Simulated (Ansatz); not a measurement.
We consider α-phase Ga, described by PBEsol in Ansatz (plane waves, PAW).

Settings: plane-wave cutoff 520 eV, 14×14×12 k mesh (along the axes of the cell as run), Fermi–Dirac smearing 0.05 eV, scalar-relativistic PAW data made under PBE.

Equation-of-state points:

```
V (Å³/atom)  E − E_lowest (meV/atom)
-----------  -----------------------
18.299                          6.27
18.680                          1.50
19.061                          0.00
19.443                          1.39
19.824                          5.32
```

Question: Fit the third-order Birch–Murnaghan equation and give B0 and B′.

Answer: V0 = 19.061 Å³/atom, B0 = 60.6 GPa, B′ = 5.3 (fit to the energies at full precision).

Shape and atoms are relaxed at each volume.

Static lattice: no zero-point or thermal effects.

Ansatz is a program for electronic structure.
